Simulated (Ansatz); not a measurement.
**Strontium, fcc: convergence with the plane-wave cutoff**

Computed with Ansatz, r²SCAN, scalar-relativistic PAW, on the relaxed cell (a = 6.104 Å; spin not included). Errors count from a run at 500 eV on a Γ-centred 15×15×15 mesh with Fermi-Dirac smearing of 0.1 eV, extrapolated to zero width. Fixed here: mesh 9×9×9, Fermi-Dirac width 0.1 eV. The pressure holds a Pulay correction and is unreliable far below the recommended cutoff. The SCF starts from atomic densities corrected by a trained network.

| cutoff (eV) | E(σ→0) error (meV/atom) | P (GPa) | SCF iterations |
| --- | --- | --- | --- |
| 150 | 2724.6 | 0.01 | 6 |
| 200 | 416.3 | 0.17 | 6 |
| 250 | 49.2 | 0.03 | 6 |
| 300 | 8.9 | 0.01 | 7 |
| 350 | 5.0 | 0.00 | 7 |
| 420 | 3.6 | 0.00 | 7 |
| 500 | 2.6 | 0.00 | 7 |
| 600 | 1.3 | 0.00 | 7 |
| 800 | 0.7 | 0.00 | 7 |

Within 5 meV/atom of the last row: from 350 eV on.
